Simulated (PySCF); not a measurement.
C₃H₄, SMILES C#CC. Geometry optimised at PBE-D3(BJ)/def2-TZVP.

All values below come from PySCF with PBE-D3(BJ)/def2-TZVP.

Harmonic wavenumbers (cm⁻¹): 332, 332, 608, 608, 940, 1012, 1012, 1359, 1423, 1423, 2166, 2966, 3030, 3030, 3404. Rotational constants (GHz): 158.5, 8.538, 8.538; symmetry number 3.

### Question
Work out the zero-point energy and the ideal-gas rigid-rotor harmonic-oscillator thermochemistry at 298.15 K and 1 atm.

### Answer
ZPE = ½ Σ hcν = ½ × 23645 cm⁻¹ = 141.43 kJ/mol. H − E(el) = 154.53 kJ/mol. Entropy in J/(mol K): translation 154.77, rotation 78.14, vibration 15.60, total 248.51. G − E(el) = 80.44 kJ/mol. Cp = 61.52 J/(mol K).
